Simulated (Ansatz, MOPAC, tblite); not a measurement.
Bond stretch in CH₃Cl, SMILES CCl. The C1–H5 bond (C1 also carries Cl, H, H; H5 carries nothing else) is pulled apart rigidly from the PBE0/def2-TZVP optimised geometry.

Methods: UCCSD = CCSD on UHF/cc-pVTZ, frozen core (Ansatz, a quantum-chemistry and plane-wave program); GFN2-xTB, 300 K electronic temperature (tblite); PM3, restricted, heats of formation (MOPAC).

Energies are in kJ/mol, each relative to the lowest point of its own curve near equilibrium.

```tsv
R / Å	UCCSD	GFN2-xTB	PM3
0.89	93.9	93.7	96.8
0.91	72.3	71.7	76.2
0.99	17.8	17.5	21.2
1.01	10.6	10.5	13.3
1.05	2.1	2.1	3.3
1.09	0.0	0.0	0.0
1.12	1.9	1.6	1.1
1.15	6.2	5.5	4.8
1.20	17.8	15.8	15.5
1.24	30.1	26.8	27.2
1.35	73.0	64.6	68.7
1.48	131.7	116.3	128.0
1.61	191.4	170.0	195.8
1.78	266.8	237.1	293.0
1.99	346.4	310.3	408.9
2.21	406.3	373.7	509.1
2.40	436.6	417.4	579.6
2.67	455.8	463.9	659.2
2.95	462.7	496.2	719.9
3.24	465.4	516.8	765.0
3.88	466.9	533.1	825.9
```

At the longest distance, 3.88 Å, PM3 lies highest above its minimum (825.9 kJ/mol) and UCCSD lowest (466.9 kJ/mol).

The unrestricted determinant behind UCCSD is spin-contaminated at 1.78 to 3.88 Å (<S²> up to 1.0, against 0.00 for a pure singlet). The restricted form behind PM3 keeps the bonding electrons paired and can't separate into open-shell fragments.
